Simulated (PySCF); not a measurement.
Löwdin shares of the frontier orbitals

Compound: bicyclo[2.2.0]hexa-2,5-diene, C6H6.
Z-matrix (Å and degrees, GFN2-xTB geometry), rows numbered from 1:
```
C 
C   1  1.3288
C   2  1.5126  1   94.32
C   3  1.5125  2  113.96  1   -83.34
C   4  1.3288  3   94.33  2    83.28
C   1  1.5124  2   94.33  3     0.02
H   1  1.0738  2  135.01  3   177.23
H   2  1.0738  1  134.92  3  -177.33
H   3  1.0836  2  119.23  1   127.14
H   4  1.0738  3  130.67  2   -94.16
H   5  1.0739  4  134.98  3  -177.24
H   6  1.0838  1  119.27  2  -127.27
```

Theory: TDDFT wB97X-D/def2-SVPD, vertical, gas phase, core orbitals frozen in the response (PySCF 2.14.0, density-fitted response routines).

Frontier orbitals with the atoms that hold most of them (Löwdin shares over 4%, at most four atoms; ? is withheld):

| orbital | ε (eV) | atoms |
| --- | --- | --- |
| LUMO+2 | 2.83 | C5 12%, C2 12%, C1 12%, C4 12% |
| LUMO+1 | 2.79 | C1 18%, C4 18%, C5 18%, C2 18% |
| LUMO | 1.46 | ? |
| HOMO | ? | C2 22%, C1 22%, C5 22%, C4 22% |
| HOMO-1 | -9.30 | ? |
| HOMO-2 | -10.77 | C3 23%, C6 23%, C1 9%, C4 9% |
| HOMO-3 | -10.79 | C6 18%, C3 18%, C5 13%, C2 13% |

Problem. Which atoms hold the LUMO, and with what shares?

Solution. C2 (bonded to 2 C and H) 17%; C5 (bonded to 2 C and H) 17%; C4 (bonded to 2 C and H) 17%; C1 (bonded to 2 C and H) 17%.

Problem. Give the leading atoms of the HOMO-1.

Solution. C6 (bonded to 3 C and H) 15%; C3 (bonded to 3 C and H) 15%; C4 (bonded to 2 C and H) 15%; C1 (bonded to 2 C and H) 15%.

Problem. What is the HOMO energy, and the HOMO–LUMO gap?

Solution. ε(HOMO) = -8.79 eV; the gap is 10.25 eV (0.3768 hartree).

Problem. How does S1 compare with the orbital gap of 10.25 eV?

Solution. S1 is at 5.62 eV (f = 0.0000), 4.63 eV below the gap, made of HOMO→LUMO (98%). Without the coupling terms of the response equations the lowest excitation would equal the gap.

Problem. Give energy, strength and leading configuration of S1, S2 and S5, and follow the Löwdin shares of the leading atoms from the occupied to the empty orbital.

Solution. 
- S1 (5.62 eV, f 0.0000), HOMO→LUMO (98%): C2 22% → 17%, C1 22% → 17%, C5 22% → 17%
- S2 (6.08 eV, f 0.024), HOMO-1→LUMO (88%): C6 15% → at most 18%, C3 15% → at most 18%, C2 at most 16% → 17%, C5 at most 16% → 17%
- S5 (7.32 eV, f 0.0000), HOMO-1→LUMO+1 (92%): C6 15% → at most 18%, C3 15% → at most 18%, C1 15% → 18%, C4 15% → 18%

Löwdin shares depend on the basis, the more so with diffuse functions.
